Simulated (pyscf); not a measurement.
## Routes from CH₄ (SMILES C) + Cl–SiH(Cl)–Cl (SMILES Cl[SiH](Cl)Cl)

Candidate steps break at most two bonds and form at most two. Each was searched with GFN2-xTB (tblite) first. Structures and frequencies: ωB97X-D3(BJ)/def2-SVP in PySCF. Energies: ωB97M-D3(BJ)/def2-TZVP, eV, from the separated reactants, singlet surface; ΔG‡ with ideal gas, 1 atm, RRHO with modes under 100 cm⁻¹ raised to 100, one conformer, R ln 2 for chiral ones without a mode under 150 cm⁻¹.

```
products                                type   ΔE‡     ΔE  ΔG‡ 298 K  ΔG‡ 900 K  ν‡ (cm⁻¹)
----------------------  --------------------  ----  -----  ---------  ---------  ---------
H₃C–SiH(Cl)–Cl + HCl    four-centre exchange  2.84  +0.92       3.16       3.98       694i
H₃C–Si(Cl)(Cl)–Cl + H₂  four-centre exchange  4.40  +0.09       4.70       5.51      1908i
```

Plain bond fissions and candidates not yet searched are not listed, and one of them may be faster. Each barrier is that of the saddle found; lower ones may exist.
